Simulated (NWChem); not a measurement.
The numbers come from NWChem runs, not from measurements. System: Si, charge 2, spin multiplicity 1. Level: BHandHLYP/def2-TZVPD.

The NWChem input:

```
start mol
memory heap 200 mb stack 900 mb global 1100 mb
charge 2
geometry units angstroms nocenter noautoz
  Si     0.000000     0.000000     0.000000
  symmetry group D2h
end
basis spherical
  * library def2-tzvpd
end
dft
  xc bhlyp
  semidirect memsize 60000000 filesize 0
  iterations 100
end
task dft energy
```

Part of the output:

```
             Northwest Computational Chemistry Package (NWChem) 7.3.0
             --------------------------------------------------------

                                NWChem Input Module
                                -------------------

 Scaling coordinates for geometry "geometry" by  1.889725989
 (inverse scale =  0.529177249)

                             Geometry "geometry" -> ""
                             -------------------------

 Output coordinates in angstroms (scale by  1.889725989 to convert to a.u.)

  No.       Tag          Charge          X              Y              Z
 ---- ---------------- ---------- -------------- -------------- --------------
    1 Si                  14.0000     0.00000000     0.00000000     0.00000000

 Effective nuclear repulsion energy (a.u.)       0.0000000000

            Nuclear Dipole moment (a.u.)
            ----------------------------
        X                 Y               Z
 ---------------- ---------------- ----------------
     0.0000000000     0.0000000000     0.0000000000

      Symmetry information
      --------------------

 Group name             D2h
 Group number             26
 Group order               8
 No. of unique centers     1

      Symmetry unique atoms

     1


 Summary of "ao basis" -> "" (spherical)
 ------------------------------------------------------------------------------
       Tag                 Description            Shells   Functions and Types
 ---------------- ------------------------------  ------  ---------------------
 *                         def2-tzvpd                 on all atoms

                                 NWChem DFT Module
                                 -----------------

 Summary of "ao basis" -> "ao basis" (spherical)
 ------------------------------------------------------------------------------
       Tag                 Description            Shells   Functions and Types
 ---------------- ------------------------------  ------  ---------------------
 Si                        def2-tzvpd               15       43   6s5p3d1f

 Summary of "ao basis" -> "ao basis" (spherical)
[...]
 d= 0,ls=0.0,diis     6   -288.4850275338 -5.44D-09  3.42D-06  9.29D-10     0.4

         Total DFT energy =     -288.485027533834
      One electron energy =     -390.233139770995
           Coulomb energy =      122.012204134389
    Exchange-Corr. energy =      -20.264091897227
 Nuclear repulsion energy =        0.000000000000

 Numeric. integr. density =       12.000000000018

     Total iterative time =      0.2s

                  Occupations of the irreducible representations
                  ----------------------------------------------

                     irrep           alpha         beta
                     --------     --------     --------
                     ag                3.0          3.0
                     au                0.0          0.0
                     b1g               0.0          0.0
                     b1u               1.0          1.0
                     b2g               0.0          0.0
                     b2u               1.0          1.0
                     b3g               0.0          0.0
                     b3u               1.0          1.0

                       DFT Final Molecular Orbital Analysis
                       ------------------------------------

 Vector    4  Occ=2.000000D+00  E=-4.695003D+00  Symmetry=b2u
              MO Center= -6.4D-35,  1.5D-17, -1.7D-34, r^2= 1.0D-01
   Bfn.  Coefficient  Atom+Function         Bfn.  Coefficient  Atom+Function
  ----- ------------  ---------------      ----- ------------  ---------------
     8      0.716839  1 Si py                11      0.345373  1 Si py
    14      0.071652  1 Si py

 Vector    5  Occ=2.000000D+00  E=-4.695003D+00  Symmetry=b3u
              MO Center= -2.3D-18, -8.6D-33, -3.0D-32, r^2= 1.0D-01
   Bfn.  Coefficient  Atom+Function         Bfn.  Coefficient  Atom+Function
  ----- ------------  ---------------      ----- ------------  ---------------
     7      0.716839  1 Si px                10      0.345373  1 Si px
    13      0.071652  1 Si px

 Vector    6  Occ=2.000000D+00  E=-1.129134D+00  Symmetry=ag
              MO Center= -7.3D-23,  1.4D-24, -4.6D-22, r^2= 1.2D+00
   Bfn.  Coefficient  Atom+Function         Bfn.  Coefficient  Atom+Function
  ----- ------------  ---------------      ----- ------------  ---------------
     4      0.986583  1 Si s                  3     -0.470401  1 Si s
     5      0.195080  1 Si s                  2      0.108941  1 Si s
     1      0.080774  1 Si s

 Vector    7  Occ=0.000000D+00  E=-6.717541D-01  Symmetry=b1u
              MO Center=  2.1D-31, -2.2D-31,  5.0D-22, r^2= 1.8D+00
   Bfn.  Coefficient  Atom+Function         Bfn.  Coefficient  Atom+Function
  ----- ------------  ---------------      ----- ------------  ---------------
    18      0.685301  1 Si pz                15      0.241656  1 Si pz
    21      0.208501  1 Si pz                 9     -0.204854  1 Si pz
    12     -0.102222  1 Si pz

 Vector    8  Occ=0.000000D+00  E=-6.717541D-01  Symmetry=b2u
              MO Center=  3.1D-31, -2.2D-23, -4.5D-31, r^2= 1.8D+00
   Bfn.  Coefficient  Atom+Function         Bfn.  Coefficient  Atom+Function
  ----- ------------  ---------------      ----- ------------  ---------------
    17      0.685301  1 Si py                14      0.241656  1 Si py
    20      0.208501  1 Si py                 8     -0.204854  1 Si py
    11     -0.102222  1 Si py

 Vector    9  Occ=0.000000D+00  E=-6.717541D-01  Symmetry=b3u
              MO Center=  6.6D-23,  1.4D-33,  4.0D-33, r^2= 1.8D+00
   Bfn.  Coefficient  Atom+Function         Bfn.  Coefficient  Atom+Function
  ----- ------------  ---------------      ----- ------------  ---------------
    16      0.685301  1 Si px                13      0.241656  1 Si px
    19      0.208501  1 Si px                 7     -0.204854  1 Si px
    10     -0.102222  1 Si px

 Task  times  cpu:        0.4s     wall:        0.4s

 Total times  cpu:        0.4s     wall:        0.4s
```
